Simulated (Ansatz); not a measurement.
Total energies of FH4NSi, SMILES `N[SiH2]F`.

| atom | x (Å) | y (Å) | z (Å) |
| --- | --- | --- | --- |
| N1 | -0.545 | -0.404 | 0.798 |
| Si2 | 0.284 | 0.171 | -0.565 |
| F3 | 1.285 | 1.391 | -0.274 |
| H4 | -0.102 | -1.000 | 1.479 |
| H5 | -1.336 | 0.082 | 1.185 |
| H6 | -0.711 | 0.686 | -1.530 |
| H7 | 1.126 | -0.925 | -1.093 |

Total charge 0; spin multiplicity 1. The structure was optimised at the PBE0-D4/def2-TZVP level. It is one conformer, not always the lowest. Basis def2-TZVPP, the Gaussian-basis code of Ansatz.

RPA on PBE orbitals: Hartree–Fock energy of these orbitals -445.29605 Eh, correlation -0.95603 Eh (frozen core).

```tsv
functional	energy without D4 (Eh)	D4 term (kJ/mol)
PBE0	-446.38420	-7.5
HSE06 (plane-wave form)	-446.37045	-6.9
```

Give the same for LDA (SPW92), PBE, revPBE, BLYP, r2SCAN, B97M-V, B3LYP, r2SCANh, r2SCAN0, BHLYP, CAM-B3LYP, LC-ωPBE, ωB97X-V, ωB97M-V, B2PLYP, PBE-QIDH. (Estimate.)

The calculation gave: 
| functional | energy without D4 (Eh) | D4 term (kJ/mol) |
| --- | --- | --- |
| LDA (SPW92) | -444.39502 | – |
| PBE | -446.34865 | -9.1 |
| revPBE | -446.55031 | -30.5 |
| BLYP | -446.63686 | -20.6 |
| r2SCAN | -446.57012 | -2.1 |
| B97M-V | -446.54837 | – |
| B3LYP | -446.69705 | -14.7 |
| r2SCANh | -446.56061 | -2.2 |
| r2SCAN0 | -446.54707 | -2.4 |
| BHLYP | -446.60539 | -10.6 |
| CAM-B3LYP | -446.63386 | -7.5 |
| LC-ωPBE | -446.49557 | – |
| ωB97X-V | -446.57193 | – |
| ωB97M-V | -446.59760 | – |
| B2PLYP | -446.45500 | – |
| PBE-QIDH | -446.28532 | – |

B3LYP takes the VWN-RPA correlation (the form of Gaussian; ORCA's B3LYP/G). HSE06 is the plane-wave form, built on full-range PBE exchange. The double hybrids freeze the cores in their second-order part.

LC-ωPBE has ω = 0.4 bohr⁻¹.
